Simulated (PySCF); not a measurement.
Isomers of C4H6S, mass 86.019 u with the commonest isotopes. Computed with PySCF, PBE0-D3(BJ)/def2-SVP geometry optimisation, gas phase. One conformer each, none proved a minimum here; rigid rotors.

Task: Order these by out-of-plane moment Σ m c² = (Ia + Ib − Ic)/2, smallest first.
A. `[CH2:1]=[CH:2][C:3]([CH3:4])=[S:5]` with C1–C2–C3–C4 0°
B. `[CH3:1][S:2][C:3]1=[CH:4][CH2:5]1` with C1–S2–C3–C4 180°
C. `[CH2:1]=[CH:2][S:3][CH:4]=[CH2:5]` with C1–C2–S3–C4 -172°, C2–S3–C4–C5 -172°
D. `[S:1]=[CH:2][CH:3]1[CH2:4][CH2:5]1` with S1–C2–C3–C4 -146°
E. `[SH:1][C@:2]12[CH2:3][C@H:4]1[CH2:5]2` with H–S1–C2–C3 -99°
F. `[CH:1]#[C:2][CH2:3][S:4][CH3:5]` with C2–C3–S4–C5 62°
G. `[CH:1]1=[CH:2][S:3][CH2:4][CH2:5]1` with C1–C2–S3–C4 12°, C2–S3–C4–C5 -23°, S3–C4–C5–C1 28°, C2–C1–C5–C4 -21°

Result: C (0.26 u·Å²), A (1.58 u·Å²), B (3.34 u·Å²), G (4.69 u·Å²), D (12.26 u·Å²), F (12.91 u·Å²), E (15.66 u·Å²).

Task: Order these by dipole moment, smallest first.
A. `[CH2:1]=[CH:2][C:3]([CH3:4])=[S:5]` with C1–C2–C3–C4 0°
B. `[CH2:1]=[CH:2][S:3][CH:4]=[CH2:5]` with C1–C2–S3–C4 -172°, C2–S3–C4–C5 -172°
C. `[S:1]=[CH:2][CH:3]1[CH2:4][CH2:5]1` with S1–C2–C3–C4 -146°
D. `[CH:1]1=[CH:2][S:3][CH2:4][CH2:5]1` with C1–C2–S3–C4 12°, C2–S3–C4–C5 -23°, S3–C4–C5–C1 28°, C2–C1–C5–C4 -21° (2,3-dihydrothiophene)
E. `[SH:1][C@:2]12[CH2:3][C@H:4]1[CH2:5]2` with H–S1–C2–C3 -99°
F. `[CH3:1][S:2][C:3]1=[CH:4][CH2:5]1` with C1–S2–C3–C4 180°

Result: E (0.65 D), B (1.12 D), F (1.31 D), D (1.53 D), A (2.92 D), C (3.12 D).

Task: Order these by rotational constant B, smallest first.
A. `[CH2:1]=[CH:2][S:3][CH:4]=[CH2:5]` with C1–C2–S3–C4 -172°, C2–S3–C4–C5 -172° (divinyl sulfide)
B. `[CH2:1]=[CH:2][C:3]([CH3:4])=[S:5]` with C1–C2–C3–C4 0°
C. `[CH:1]#[C:2][CH2:3][S:4][CH3:5]` with C2–C3–S4–C5 62°
D. `[CH:1]1=[CH:2][S:3][CH2:4][CH2:5]1` with C1–C2–S3–C4 12°, C2–S3–C4–C5 -23°, S3–C4–C5–C1 28°, C2–C1–C5–C4 -21° (2,3-dihydrothiophene)
E. `[SH:1][C@:2]12[CH2:3][C@H:4]1[CH2:5]2` with H–S1–C2–C3 -99°
F. `[S:1]=[CH:2][CH:3]1[CH2:4][CH2:5]1` with S1–C2–C3–C4 -146°

Result: F (1931 MHz), A (1987 MHz), C (2529 MHz), B (2752 MHz), E (3183 MHz), D (4691 MHz).

| SMILES | point group | Ia (u·Å²) | Ib (u·Å²) | Ic (u·Å²) | κ | μa (D) | μb (D) | μc (D) |
| --- | --- | --- | --- | --- | --- | --- | --- | --- |
| C=CC(C)=S | Cs | 66.00 | 183.63 | 246.47 | -0.75 | 2.78 | 0.91 | 0.01 |
| S=CC1CC1 | Cs | 31.88 | 261.73 | 269.10 | -0.99 | 3.11 | 0.00 | 0.33 |
| C1=CSCC1 | C1 | 73.33 | 107.74 | 171.68 | -0.11 | 1.46 | 0.43 | 0.14 |
| CSC1=CC1 | Cs | 54.75 | 180.37 | 228.44 | -0.83 | 0.72 | 1.10 | 0.00 |
| S[C@]12C[C@H]1C2 | Cs | 58.21 | 158.79 | 185.68 | -0.85 | 0.51 | 0.01 | 0.40 |
| C#CCSC | C1 | 65.89 | 199.85 | 239.92 | -0.85 | 0.40 | 0.75 | 0.97 |
| C=CSC=C | C2 | 26.36 | 254.35 | 280.20 | -0.98 | 0.00 | 1.12 | 0.00 |
